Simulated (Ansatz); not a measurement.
Ansatz (a program for electronic structure) input (HF/STO-3G):

Ansatz 0.2 input:
```yaml
crystal:
  periodic: [false, false, false]
  atoms:
    - {symbol: C, position_ang: [0.68557570, 0.01996936, -0.04302839]}
    - {symbol: O, position_ang: [-0.67114813, -0.11794294, 0.00291587]}
    - {symbol: H, position_ang: [-1.09096757, 0.74480543, -0.08162056]}
    - {symbol: H, position_ang: [1.12524882, 0.98016746, 0.19378078]}
    - {symbol: H, position_ang: [1.22144963, -0.90124554, 0.12268310]}
basis:
  gaussian:
    orbitals: STO-3G
hamiltonian:
  xc: {name: HF}
magnetization: {spin_polarized: true, initial_magnetization: 1}
relax: {f_tol: 0.003, max_steps: 120}
```

Output:

```
WARN ansatz: RAYON_NUM_THREADS=1 ignored (pool sized by the plan → 1); use --threads N
Functional definition: HF
integrals: 0.00 GiB planned
188 factors; integrals over basis functions are off by at most 7.0e-6 eV
mean field: 0.04 GiB planned
mean field evaluation 1: about -3071.6336 eV, gradient 9.7e0 eV
mean field evaluation 2: about -3071.7070 eV, gradient 9.7e0 eV
mean field evaluation 4: about -3072.4755 eV, gradient 1.4e0 eV
mean field evaluation 8: about -3072.5207 eV, gradient 1.4e-2 eV
mean field -3072.52069180 eV, -112.9130527945 hartree, gradient 5.7e-5 eV, S^2 0.759698; 0 other end points of the search recorded, 0 dependent functions left out
the calculation of the forces begins
reference -3072.52069180 eV, -112.9130527945 hartree; 9, 8 occupied and 4, 5 virtual orbitals, 188 factors
relax step   1: F+E_penalty+E_count = -3072.52069180 eV  Δ(F+E_penalty+E_count) = +0.000e0 eV  max|allowed force component| = 2.157e0 eV/Å  Δτ_max = 0.0000 Å  (29 SCF iters, accepted)
these checks for a lower state are left out or cut short: starts, cluster_reference, orbital_swaps, neighbouring_geometries, increment
integrals: 0.00 GiB planned
188 factors; integrals over basis functions are off by at most 7.2e-6 eV
mean field: 0.04 GiB planned
mean field evaluation 16: about -3072.5952 eV, gradient 2.2e-4 eV
mean field -3072.59516636 eV, -112.9157896841 hartree, gradient 9.0e-6 eV, S^2 0.758582; 0 other end points of the search recorded, 0 dependent functions left out
the calculation of the forces begins
reference -3072.59516636 eV, -112.9157896841 hartree; 9, 8 occupied and 4, 5 virtual orbitals, 188 factors
relax step   2: F+E_penalty+E_count = -3072.59516636 eV  Δ(F+E_penalty+E_count) = -7.447e-2 eV  max|allowed force component| = 5.028e-1 eV/Å  Δτ_max = 0.0553 Å  (35 SCF iters, accepted)
these checks for a lower state are left out or cut short: starts, cluster_reference, orbital_swaps, neighbouring_geometries, increment
integrals: 0.00 GiB planned
188 factors; integrals over basis functions are off by at most 7.6e-6 eV
mean field: 0.04 GiB planned
mean field -3072.60311835 eV, -112.9160819142 hartree, gradient 1.2e-5 eV, S^2 0.758892; 0 other end points of the search recorded, 0 dependent functions left out
the calculation of the forces begins
reference -3072.60311835 eV, -112.9160819142 hartree; 9, 8 occupied and 4, 5 virtual orbitals, 188 factors
relax step   3: F+E_penalty+E_count = -3072.60311835 eV  Δ(F+E_penalty+E_count) = -7.952e-3 eV  max|allowed force component| = 2.164e-1 eV/Å  Δτ_max = 0.0379 Å  (27 SCF iters, accepted)
these checks for a lower state are left out or cut short: starts, cluster_reference, orbital_swaps, neighbouring_geometries, increment
integrals: 0.00 GiB planned
188 factors; integrals over basis functions are off by at most 8.1e-6 eV
mean field: 0.04 GiB planned
mean field evaluation 32: about -3072.6038 eV, gradient 9.3e-6 eV
mean field -3072.60383037 eV, -112.9161080806 hartree, gradient 9.3e-6 eV, S^2 0.758887; 0 other end points of the search recorded, 0 dependent functions left out
the calculation of the forces begins
reference -3072.60383037 eV, -112.9161080806 hartree; 9, 8 occupied and 4, 5 virtual orbitals, 188 factors
relax step   4: F+E_penalty+E_count = -3072.60383037 eV  Δ(F+E_penalty+E_count) = -7.120e-4 eV  max|allowed force component| = 3.759e-2 eV/Å  Δτ_max = 0.0085 Å  (28 SCF iters, accepted)
these checks for a lower state are left out or cut short: starts, cluster_reference, orbital_swaps, neighbouring_geometries, increment
integrals: 0.00 GiB planned
188 factors; integrals over basis functions are off by at most 8.6e-6 eV
mean field: 0.04 GiB planned
mean field -3072.60386925 eV, -112.9161095093 hartree, gradient 9.2e-6 eV, S^2 0.758818; 0 other end points of the search recorded, 0 dependent functions left out
the calculation of the forces begins
reference -3072.60386925 eV, -112.9161095093 hartree; 9, 8 occupied and 4, 5 virtual orbitals, 188 factors
relax step   5: F+E_penalty+E_count = -3072.60386925 eV  Δ(F+E_penalty+E_count) = -3.888e-5 eV  max|allowed force component| = 1.125e-2 eV/Å  Δτ_max = 0.0068 Å  (27 SCF iters, accepted)
these checks for a lower state are left out or cut short: starts, cluster_reference, orbital_swaps, neighbouring_geometries, increment
integrals: 0.00 GiB planned
188 factors; integrals over basis functions are off by at most 8.4e-6 eV
mean field: 0.04 GiB planned
mean field -3072.60388389 eV, -112.9161100471 hartree, gradient 9.2e-6 eV, S^2 0.758875; 0 other end points of the search recorded, 0 dependent functions left out
the calculation of the forces begins
reference -3072.60388389 eV, -112.9161100471 hartree; 9, 8 occupied and 4, 5 virtual orbitals, 188 factors
relax step   6: F+E_penalty+E_count = -3072.60388389 eV  Δ(F+E_penalty+E_count) = -1.464e-5 eV  max|allowed force component| = 4.765e-3 eV/Å  Δτ_max = 0.0018 Å  (28 SCF iters, accepted)
these checks for a lower state are left out or cut short: starts, cluster_reference, orbital_swaps, neighbouring_geometries, increment
integrals: 0.00 GiB planned
188 factors; integrals over basis functions are off by at most 8.4e-6 eV
mean field: 0.04 GiB planned
mean field -3072.60388549 eV, -112.9161101060 hartree, gradient 9.2e-6 eV, S^2 0.758862; 0 other end points of the search recorded, 0 dependent functions left out
the calculation of the forces begins
reference -3072.60388549 eV, -112.9161101060 hartree; 9, 8 occupied and 4, 5 virtual orbitals, 188 factors
relax step   7: F+E_penalty+E_count = -3072.60388549 eV  Δ(F+E_penalty+E_count) = -1.603e-6 eV  max|allowed force component| = 3.347e-4 eV/Å  Δτ_max = 0.0004 Å  (30 SCF iters, accepted)
integrals: 0.00 GiB planned
188 factors; integrals over basis functions are off by at most 8.4e-6 eV
mean field: 0.04 GiB planned
mean field evaluation 64: about -3072.5428 eV, gradient 1.6e0 eV
mean field -3072.60388549 eV, -112.9161101060 hartree, gradient 9.2e-6 eV, S^2 0.758862; 1 other end points of the search recorded, 0 dependent functions left out
the calculation of the forces begins
reference -3072.60388549 eV, -112.9161101060 hartree; 9, 8 occupied and 4, 5 virtual orbitals, 188 factors
Total energy: -3072.60388549 eV, -112.9161101060 hartree
Atom 0 at     0.679507     0.023962    -0.090773 Å, force    -0.000047    -0.000326     0.000092 eV/Å
Atom 1 at    -0.696847    -0.133031     0.067177 Å, force    -0.000192     0.000082    -0.000050 eV/Å
Atom 2 at    -1.083052     0.757298    -0.126678 Å, force    -0.000168     0.000064    -0.000016 eV/Å
Atom 3 at     1.131372     0.962355     0.229518 Å, force     0.000190    -0.000155     0.000004 eV/Å
Atom 4 at     1.239178    -0.884831     0.115487 Å, force     0.000217     0.000335    -0.000031 eV/Å
Dipole moment:     0.069140     0.276770    -0.016105 e Å
```
